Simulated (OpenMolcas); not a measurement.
# One shape, several levels: SiH (SMILES [SiH])

We compute a comparison of 6 runs (UHF/cc-pVDZ, U-r2SCAN/cc-pVDZ, UB3LYP/cc-pVDZ, UPBE0/cc-pVDZ, USVWN5/cc-pVDZ, ROMP2/cc-pVDZ) of SiH. 

The results are computed with OpenMolcas 26.06.

3 further runs of the same task are left out: 1 that didn't finish, 2 set aside as unsound or not needed.

### 1 The molecule

SiH has 2 atoms, charge 0, and is taken as a doublet. As SMILES, `[SiH]`. The shape is that of a GFN2-xTB optimisation.

Bond lengths: Si1–H2 1.517 Å.

### 2 The energy at UHF/cc-pVDZ (run 1)

calc.input reads:

```
* HSi Hartree-Fock

&GATEWAY
 BASLIB
 $CurrDir
 COORD
 2
 angstrom
 Si       0.000000       0.000000       0.000000
 H        0.000000       0.000000       1.516560
 BASIS
 cc-pVDZ
 GROUP
 NoSym

&SEWARD

&SCF
 UHF
 SPIN
 2
 THRESHOLDS
 1e-10 1e-07 1e-07 1e-05
 PRORBITALS
 1 1
```

The basis set cc-pVDZ is read from a file made from the Basis Set Exchange's data (not shown).

Launch:

```
export MOLCAS_MEM=1860
pymolcas calc.input > calc.log
```

Log:

```text
--- Start Module: gateway ---
[...]
--- Stop Module: gateway /rc=_RC_ALL_IS_WELL_ ---
--- Start Module: seward ---
[...]
      Basis functions           23
--- Stop Module: seward /rc=_RC_ALL_IS_WELL_ ---
--- Start Module: scf ---
[...]
       Convergence after  12 Iterations
[...]
::    Total SCF energy                               -289.4291719365
[...]
      Total spin, S                                     0.5080091381
[...]
      Total electronic charge=   15.000000
      Total            charge=   -0.000000
[...]
      Dipole Moment (debye):
      Origin of the operator (angstrom)=    0.0000    0.0000    0.0527
                   X= -3.9360E-17               Y=  7.0816E-16               Z=  2.8763E-01           Total=  2.8763E-01
      Quadrupole Moment (debye*angstrom):
[...]
--- Stop Module: scf /rc=_RC_ALL_IS_WELL_ ---
[...]
```

It took 1.8 s on 1 thread of Intel Xeon Platinum 8375C at 2.90GHz (Ice Lake), shared host; peak memory 0.37 GiB.

### 3 A single-point energy at U-r2SCAN/cc-pVDZ (run 2)

calc.input reads:

```
* HSi Kohn-Sham DFT
&GATEWAY
BASLIB
$CurrDir
COORD
2
angstrom
Si       0.000000       0.000000       0.000000
H        0.000000       0.000000       1.516560
BASIS
cc-pVDZ
GROUP
NoSym
&SEWARD
GRIDINPUT
Grid=UltraFine
End of Grid
&SCF
UHF
SPIN
2
KSDFT
2
1.0 MGGA_X_R2SCAN
1.0 MGGA_C_R2SCAN
THRESHOLDS
1e-10 1e-07 1e-07 1e-05
PRORBITALS
1 1
```

The basis set cc-pVDZ is read from a file made from the Basis Set Exchange's data (not shown).

Launch:

```
export MOLCAS_MEM=1860
pymolcas calc.input > calc.log
```

Log:

```text
--- Start Module: gateway ---
[...]
--- Stop Module: gateway /rc=_RC_ALL_IS_WELL_ ---
--- Start Module: seward ---
[...]
      Basis functions           23
--- Stop Module: seward /rc=_RC_ALL_IS_WELL_ ---
--- Start Module: scf ---
[...]
       Convergence after  22 Iterations
[...]
::    Total KS-DFT energy                            -289.9496712047
[...]
      Total spin, S                                     0.5039519303
[...]
      Total electronic charge=   15.000000
      Total            charge=   -0.000000
[...]
      Dipole Moment (debye):
      Origin of the operator (angstrom)=    0.0000    0.0000    0.0527
                   X= -5.3401E-11               Y=  7.3412E-12               Z=  3.0805E-01           Total=  3.0805E-01
      Quadrupole Moment (debye*angstrom):
[...]
--- Stop Module: scf /rc=_RC_ALL_IS_WELL_ ---
[...]
```

It took 7.8 s on 1 thread of Intel Xeon Platinum 8375C at 2.90GHz (Ice Lake), shared host; peak memory 0.37 GiB.

Runs 3 to 4 aren't shown in full; the table further down has their settings and results.

### 4 A single-point energy at USVWN5/cc-pVDZ (run 5)

calc.input reads:

```
&GATEWAY
  BasLib=$CurrDir
  Coord
  2
  angstrom
  Si       0.000000       0.000000       0.000000
  H        0.000000       0.000000       1.516560
  Basis=cc-pVDZ
  Group=NoSym

&SEWARD
  GridInput
  Grid=UltraFine
  End of Grid

&SCF
  UHF
  Spin=2
  KSDFT=SVWN5
  Thresholds=1e-10 1e-07 1e-07 1e-05
  PrOrbitals=1 1
```

The basis set cc-pVDZ is read from a file made from the Basis Set Exchange's data (not shown).

Launch:

```
export MOLCAS_MEM=1860
pymolcas calc.input > calc.log
```

Log:

```text
--- Start Module: gateway ---
[...]
--- Stop Module: gateway /rc=_RC_ALL_IS_WELL_ ---
--- Start Module: seward ---
[...]
      Basis functions           23
--- Stop Module: seward /rc=_RC_ALL_IS_WELL_ ---
--- Start Module: scf ---
[...]
       Convergence after  12 Iterations
[...]
::    Total KS-DFT energy                            -288.8035450577
[...]
      Total spin, S                                     0.5008410944
[...]
      Total electronic charge=   15.000000
      Total            charge=   -0.000000
[...]
      Dipole Moment (debye):
      Origin of the operator (angstrom)=    0.0000    0.0000    0.0527
                   X=  6.6000E-16               Y=  1.4655E-15               Z=  2.9713E-01           Total=  2.9713E-01
      Quadrupole Moment (debye*angstrom):
[...]
--- Stop Module: scf /rc=_RC_ALL_IS_WELL_ ---
[...]
```

Wall time 3.3 s (1 thread of Intel Xeon Platinum 8375C at 2.90GHz (Ice Lake), shared host); peak memory 0.37 GiB.

### 5 A single-point energy at ROMP2/cc-pVDZ (run 6)

calc.inp reads:

```
* HSi ROMP2
>>> EXPORT MOLCAS_PRINT=2

&GATEWAY
 BASLIB=$CurrDir
 COORD
 2
 angstrom
 Si       0.000000       0.000000       0.000000
 H        0.000000       0.000000       1.516560
 BASIS=cc-pVDZ
 GROUP=NoSym

&SEWARD

&SCF
 UHF
 SPIN=2
 THRESHOLDS=1e-10 1e-07 1e-07 1e-05
 PRORBITALS=1 1

&RASSCF
 FILEORB=$Project.UnaOrb
 SPIN=2
 NACTEL=1 0 0
 INACTIVE=7
 RAS2=1
 OUTORBITALS=Canonical
 ORBLISTING=Nothing

&CASPT2
 IPEA=0.0
 FROZEN=5
```

The basis set cc-pVDZ is read from a file made from the Basis Set Exchange's data (not shown).

Launch:

```
export MOLCAS_MEM=1860
pymolcas calc.inp > calc.log
```

Log:

```text
--- Start Module: gateway ---
[...]
--- Stop Module: gateway /rc=_RC_ALL_IS_WELL_ ---
[...]
      Basis functions           23
[...]
       Convergence after  12 Iterations
[...]
::    Total SCF energy                               -289.4291719365
[...]
      Total spin, S                                     0.5080091381
[...]
--- Start Module: rasscf ---
[...]
      Number of active orbitals                  1
[...]
      Spin quantum number                      0.5
[...]
      Active orbitals                            1
[...]
      Number of CSFs                             1
[...]
      Number of root(s) required                 1
[...]
      Convergence after  7 iterations
[...]
      printout of CI-coefficients larger than  0.05 for root  1
      energy=    -289.425025
      conf/sym  1     Coeff  Weight
             1  u   1.00000 1.00000
      Natural orbitals and occupation numbers for root  1
      sym 1:   1.000000
      ************************************************************************************************************************
      *                                                    Final results                                                     *
[...]
::    RASSCF root number  1 Total energy:   -289.42502538
[...]
      Total electronic charge=   15.000000
      Total            charge=   -0.000000
[...]
      Dipole Moment (debye):
      Origin of the operator (angstrom)=    0.0000    0.0000    0.0527
                   X= -1.1775E-12               Y=  9.8561E-14               Z=  3.0107E-01           Total=  3.0107E-01
      Quadrupole Moment (debye*angstrom):
[...]
--- Stop Module: rasscf /rc=_RC_ALL_IS_WELL_ ---
--- Start Module: caspt2 ---
[...]
      E2 (Variational):          -0.0720538212
      Total energy:            -289.4970792006
[...]
      Reference weight:           0.95685
[...]
::    CASPT2 Root  1     Total energy:   -289.49707920
[...]
```

Run time: 2.5 s. Hardware: 1 thread of Intel Xeon Platinum 8375C at 2.90GHz (Ice Lake), shared host; peak memory 0.37 GiB.

### 6 All runs side by side

```tsv
run	level	integration grid	frozen core orbitals	energy (Eh)	dipole moment (D)	HOMO energy (eV)	LUMO energy (eV)	wall time
1	UHF/cc-pVDZ	–	–	-289.429172	0.29	-8.01	0.12	1.8 s
2	U-r2SCAN/cc-pVDZ	UltraFine	–	-289.949671	0.31	-4.78	-3.97	7.8 s
3	UB3LYP/cc-pVDZ	UltraFine	–	-290.005795	0.21	-5.13	-3.33	4.2 s
4	UPBE0/cc-pVDZ	UltraFine	–	-289.858392	0.28	-5.47	-3.22	3.9 s
5	USVWN5/cc-pVDZ	UltraFine	–	-288.803545	0.30	-4.34	-4.34	3.3 s
6	ROMP2/cc-pVDZ	–	5	-289.497079	–	–	–	2.5 s
```

### 7 Summary of results

| quantity | value |
| --- | --- |
| run 6: total energy | -289.49708 Eh |

What this shows: Over runs 1, 2, 3, 4, 5 the dipole moment (its size) runs from 0.21 D (UB3LYP/cc-pVDZ) to 0.31 D (U-r2SCAN/cc-pVDZ). Totals of different functionals can't be ranked against each other. All runs together took 24 s, the longest 7.8 s.
